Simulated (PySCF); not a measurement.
**P2 under electron impact: the energy ladder**

PBE in PySCF with aug-pcseg-1 on every atom, for the lowest determinant that a PBE0 search found; no spin–orbit coupling.

```json
{"species": "P2", "state (unpaired electrons)": "singlet (closed shell)", "Re (Å)": "1.919", "ωe (cm⁻¹)": "774", "energy of the minimum from the neutral (eV)": "0.00", "De (eV)": "5.10", "dissociates to": "P + P"}
{"species": "P₂⁺", "state (unpaired electrons)": "doublet (π ↑)", "Re (Å)": "2.012", "ωe (cm⁻¹)": "663", "energy of the minimum from the neutral (eV)": "10.43", "De (eV)": "5.18", "dissociates to": "P⁺ + P"}
```

Task: Work out the lowest energy to break P2 into atoms, from its vibrational ground state.

Result: D0 = De − ωe/2 = 5.10 − 0.05 = 5.05 eV (PBE/aug-pcseg-1).

Task: Work out the ionisation energy of the P atom at this level and the threshold of dissociative ionisation.

Result: IE(P) = 10.43 + 5.18 − 5.10 = 10.51 eV, so P⁺ + P + e⁻ appears at D0 + IE(P) = 15.56 eV (PBE/aug-pcseg-1). The measured IE(P) is 10.487 eV (NIST ASD).

These are thermodynamic thresholds; the onsets seen under electron impact lie higher where the geometry changes, and cross-sections peak well above them.

States were picked by a PBE0 search and need not be the measured ground states.
